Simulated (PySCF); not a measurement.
Ligands exchanged one at a time, Al Cl-OH. Isolated molecules, 0 K electronic values unless said otherwise. One relaxed conformer stands for each flexible species; it need not be the lowest. Strings in code marks are SMILES.

All values below come from M06-2X/def2-TZVP // B3LYP-D3(BJ)/def2-TZVP run with PySCF 2.14.0. Excitations are Tamm–Dancoff values on a coarser integration grid. The basis has no diffuse functions, so Rydberg states are missing or too high.

```tsv
species	HOMO–LUMO gap (eV)	S1 excitation (TDA) (eV)	S1 oscillator strength
0 of 3 Cl replaced by OH (`[Cl][Al]([Cl])[Cl]`)	10.00	6.80	0.000
1 of 3 Cl replaced by OH (`[OH][Al]([Cl])[Cl]` (H–O–Al–Cl torsion 180°))	10.24	7.06	0.014
2 of 3 Cl replaced by OH	10.48	7.35	0.032
3 of 3 Cl replaced by OH (`[OH][Al]([OH])[OH]`)	10.92	7.38	0.000
```
